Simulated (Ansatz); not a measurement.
Geometry optimisation, UKS PBE/6-31G in Ansatz 0.2.0.

The input (input.yaml):

```yaml
crystal:
  periodic: [false, false, false]
  atoms:
    - { symbol: B, position_ang: [-1.51528, 0.36954, -1.18564] }
    - { symbol: Si, position_ang: [0.21327, 0.66693, -0.44653] }
    - { symbol: C, position_ang: [0.48491, -0.79028, 0.76916] }
    - { symbol: H, position_ang: [-2.66423, 0.50357, -1.15495] }
    - { symbol: H, position_ang: [-0.86402, -0.11673, -2.02725] }
    - { symbol: H, position_ang: [0.50104, 1.88235, 0.35871] }
    - { symbol: H, position_ang: [0.4763, -1.74155, 0.2473] }
    - { symbol: H, position_ang: [1.44086, -0.69424, 1.27242] }
    - { symbol: H, position_ang: [-0.28969, -0.81943, 1.52912] }
magnetization:
  spin_polarized: true
  initial_magnetization: 1
basis:
  gaussian: { orbitals: "6-31G" }
hamiltonian:
  xc: pbe
relax:
  f_tol: 0.02
  max_steps: 50
output:
  orbitals: {}
```

Run as:

```bash
$ ansatz run input.yaml --threads 1 --pin off --max-ram 2048MiB --backend cpu --events-out ev --progress --plain --runs-dir out
```

Where does it end, and by what steps?

It converged. The force dipped under the threshold on the way, but the program's further checks kept it going. Limits of this set-up: no polarisation functions. After 15 steps the energy has fallen by 1.702 eV; H4 moved furthest, 1.33 Å.

```csv
step,energy less start (eV),largest force component (eV/Å),accepted
0,0.0000,1.972,yes
1,-0.7070,0.927,yes
2,-1.0398,0.748,yes
3,-1.2343,0.565,yes
4,-1.3729,0.502,yes
5,-1.5045,0.475,yes
6,-1.5966,0.390,yes
7,-1.6597,0.245,yes
8,-1.6845,0.179,yes
9,-1.6976,0.091,yes
10,-1.7003,0.046,yes
11,-1.7015,0.012,yes
12,-1.7018,0.045,yes
13,-1.7020,0.033,yes
14,-1.7008,0.082,no
15,-1.7022,0.005,yes
```

```xyz
9
Properties=species:S:1:pos:R:3
B -1.475 0.395 -1.515
Si -0.306 0.564 0.041
C 0.674 -0.855 0.885
H -2.037 1.367 -1.947
H -1.626 -0.681 -2.034
H -0.061 1.884 0.756
H 0.507 -1.804 0.352
H 1.755 -0.632 0.889
H 0.353 -0.977 1.935
```

Whether the end is a true minimum wasn't checked by a vibrational analysis.

Run time: 37 s on 1 thread of Arm Neoverse V2, on a shared host, peak memory 0.14 GiB.
